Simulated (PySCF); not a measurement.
CHF₃S.
Bonds: F1–C2, C2–F3, C2–F4, C2–S5. Hydrogens: H6 on S5.

The same species was optimised twice, with GFN2-xTB and with PBE0-D3(BJ)/def2-SVP (PySCF), and the same property calculations (PySCF, gas phase) were run on both structures.

```
  coordinate  GFN2-xTB  PBE0-D3(BJ)/def2-SVP  change
   S5–H6 (Å)     1.333                 1.350  +0.017
   C2–S5 (Å)     1.827                 1.811  -0.016
   C2–F3 (Å)     1.334                 1.329  -0.005
   F1–C2 (Å)     1.334                 1.330  -0.004
   C2–F4 (Å)     1.323                 1.326  +0.003
F4–C2–S5 (°)     110.2                 108.0    -2.2
F1–C2–S5 (°)     111.7                 112.4    +0.7
F3–C2–S5 (°)     111.7                 112.4    +0.7
F1–C2–F4 (°)     108.1                 108.5    +0.4
F3–C2–F4 (°)     108.1                 108.5    +0.4
F1–C2–F3 (°)     106.8                 107.1    +0.3
C2–S5–H6 (°)      93.5                  93.3    -0.2
```

Rotational constants: A = 5655, B = 3226, C = 3181 MHz (GFN2-xTB) against A = 5647, B = 3276, C = 3221 MHz (PBE0-D3(BJ)/def2-SVP). Point groups within 0.08 Å: Cs and Cs. Atoms that the bonding makes alike are paired by their places after alignment.

On the GFN2-xTB structure: HOMO (eV) -8.22 [PBE0/pcSseg-1]; LUMO (eV) -0.24 [PBE0/pcSseg-1]; dipole (D) 1.47 [PBE0/pcSseg-1]; GIAO shielding of F1/F3/F4 (mean) (ppm) 215.5 [PBE0/pcSseg-1]; GIAO shielding of C2 (ppm) 45.9 [PBE0/pcSseg-1]; GIAO shielding of S5 (ppm) 461.3 [PBE0/pcSseg-1].

Q: What do these properties become on the PBE0-D3(BJ)/def2-SVP structure?

A: 
| property | level | on GFN2-xTB | on PBE0-D3(BJ)/def2-SVP | change |
| --- | --- | --- | --- | --- |
| HOMO (eV) | PBE0/pcSseg-1 | -8.22 | -8.22 | 0.00 |
| LUMO (eV) | PBE0/pcSseg-1 | -0.24 | -0.27 | -0.03 |
| dipole (D) | PBE0/pcSseg-1 | 1.47 | 1.50 | +0.03 |
| energy, GFN2-xTB geometry as zero (kcal/mol) | PBE0/pcSseg-1 | 0.0 | -0.3 | -0.3 |
| GIAO shielding of F1/F3/F4 (mean) (ppm) | PBE0/pcSseg-1 | 215.5 | 218.6 | +3.1 |
| GIAO shielding of C2 (ppm) | PBE0/pcSseg-1 | 45.9 | 47.0 | +1.1 |
| GIAO shielding of S5 (ppm) | PBE0/pcSseg-1 | 461.3 | 465.3 | +4.0 |

The heavy atoms differ by 0.017 Å rms after alignment (one structure mirrored). Among all bonds C2–S5 and S5–H6 change most and about equally (-0.016 to +0.017 Å). Changes are differences of the printed values. Neither structure is proved a minimum here.

Shape of the structure used: `[F:1][C:2]([F:3])([F:4])[SH:5]`: H–S5–C2–F1 -60°.
